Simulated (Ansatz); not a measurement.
A made-up structure of CH$_{4}$N, doublet:

C1  (-0.068, -0.273, -0.237)
N2  (-0.284, 0.423, 0.992)
H3  (-0.267, 0.373, -1.106)
H4  (-0.768, 0.163, 1.852)
H5  (0.979, -0.597, -0.342)
H6  (0.354, 1.225, 0.997)
(Å)

It is relaxed with PBE-D4/def2-SVP and then PBE0-D4/def2-TZVP (Ansatz 0.2.0). Atoms count as bonded within 1.22 times the sum of their covalent radii (H–H: 0.88 Å). The end point is not checked to be a true minimum.

Q: Does its bonding change? (A judgement: the text doesn't fix the answer.)

A: Computed: No: no bond forms or breaks.

Where it ends: The first stage lowers the energy by 1.18 eV in 12 steps. It ends as CH₄N ([CH2][NH2]):
```
6
angstrom
C 0.2430 -0.0357 -0.2133
N -0.3423 0.4632 0.9395
H 0.0719 0.5176 -1.1268
H -0.0653 0.0112 1.7968
H 0.3675 -1.1085 -0.2729
H -0.3300 1.4668 1.0324
```

Labels in which every atom is bracketed show which atoms are joined, not bond orders.

For scale, one of the runs: PBE0-D4/def2-TZVP relaxation, 86 basis functions, launched by `ansatz run in.yaml --threads 2 --pin off --events-out ev --progress --plain --max-ram 4352MiB`. The run took about 8 s on 2 CPU threads of an Arm Neoverse V1 (shared host).
